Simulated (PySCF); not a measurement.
PH4 at several levels of theory

All levels use the PBE0 minimum (doublet; P–H 1.410 Å (×2), P–H 1.520 Å (×2); H–P–H 92.8° (×4), H–P–H 99.7°, H–P–H 171.3°), basis [P def2-TZVP, H def2-TZVP], no relativity, density fitting, no spin–orbit coupling, PySCF. For vertical energies the ionised species is a singlet (spins chosen at PBE0 and kept) and the electron-attached one a singlet. Atomisation goes to high-spin ground-configuration atoms, without zero-point energy. Open shells are unrestricted, also as the reference of the correlated levels. A dash marks a value that was not computed or is not defined at that level.

| level | atomisation (kJ/mol) | vertical IP (eV) | vertical EA (eV) | −ε(HOMO) (eV) | dipole (D) |
| --- | --- | --- | --- | --- | --- |
| PBE0 | ? | ? | ? | ? | ? |
| HF | ? | ? | ? | ? | ? |
| MP2 | 935 | 7.48 | -0.51 | – | – |
| PBE | 1051 | 7.68 | -0.34 | 4.12 | 0.44 |
| B3LYP | 1071 | 7.81 | -0.25 | 5.04 | 0.39 |
| r2SCAN | 1060 | 7.81 | -0.42 | 4.44 | 0.47 |
| TPSSh | 1103 | 7.82 | -0.38 | 4.79 | 0.44 |
| M06 | 1055 | 7.60 | -0.17 | 4.96 | 0.32 |
| HSE06 | 1037 | 7.76 | -0.35 | 4.83 | 0.44 |

Task: Fill in the row of PBE0.

Result: atomisation (kJ/mol) 1040, vertical IP (eV) 7.75, vertical EA (eV) -0.37, −ε(HOMO) (eV) 5.22, dipole (D) 0.45.

Task: Fill in the row of HF.

Result: atomisation (kJ/mol) 712, vertical IP (eV) 7.31, vertical EA (eV) -1.32, −ε(HOMO) (eV) 8.13, dipole (D) 0.37.

Without diffuse functions attachment energies tend to come out too low.
